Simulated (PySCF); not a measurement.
## [CH8AlSi]-: core ionisation energies

Species: CH8AlSi (charge -1).
Structure used (PBE0-D3(BJ)/def2-SVP), in Å, numbered top down from 1:
```xyz
11
CH8AlSi angstrom
Al     1.6442    0.7229    0.0461
C      0.2448   -0.7686   -0.1209
Si    -1.5118   -0.2525    0.0959
H      3.1246    0.0400   -0.1795
H      1.3576    1.8589   -1.1069
H      1.5438    1.3856    1.5469
H      0.4876   -1.5448    0.6285
H      0.3625   -1.2320   -1.1181
H     -1.9565    0.7680   -0.9172
H     -1.7886    0.3507    1.4469
H     -2.5481   -1.3574   -0.0253
```

Level of theory: delta-SCF UKS SCAN, pcX-2 on the ionised atom, pcseg-1 elsewhere, spin-free X2C (PySCF). Vertical ΔSCF values, vacuum level as zero.

List the computed XPS lines with their assignment.

| atom(s) | bonded to | level | binding energy (eV) | 2p1/2 (eV) | count |
| --- | --- | --- | --- | --- | --- |
| Si3 | C and 3 H | Si 2p3/2 | 102.30 | 102.92 | 1 |
| C2 | 2 H, Si and Al | C 1s | 284.71 | – | 1 |
| Al1 | C and 3 H | Al 1s | 1560.01 | – | 1 |
| Si3 | C and 3 H | Si 1s | 1842.13 | – | 1 |

What is the longest wavelength that can ionise Al 1s of Al1 vertically?

λ = hc/E = 12398.42 eV Å / 1560.01 eV = 7.948 Å.

Give the binding energy of Al 1s of Al1 in hartree and in kJ/mol.

1560.01 eV = 57.3293 Eh = 150518 kJ/mol.

2p3/2 and 2p1/2 are the ΔSCF energy of one spin-free 2p hole plus the eigenvalues of a spin–orbit and ligand-field matrix of the shell. 2p1/2 minus 2p3/2 (ligand field included): Si 0.62 eV. The species carries charge -1, so core ionisation leaves a neutral species. The basis sets have no added diffuse functions. Geometry: PBE0-D3(BJ)/def2-SVP; no solvent, vibrations or thermal averaging. The geometry's basis has no diffuse functions, a weakness for an anion.

The run took 17 s on Arm Neoverse V2, one thread, shared host.
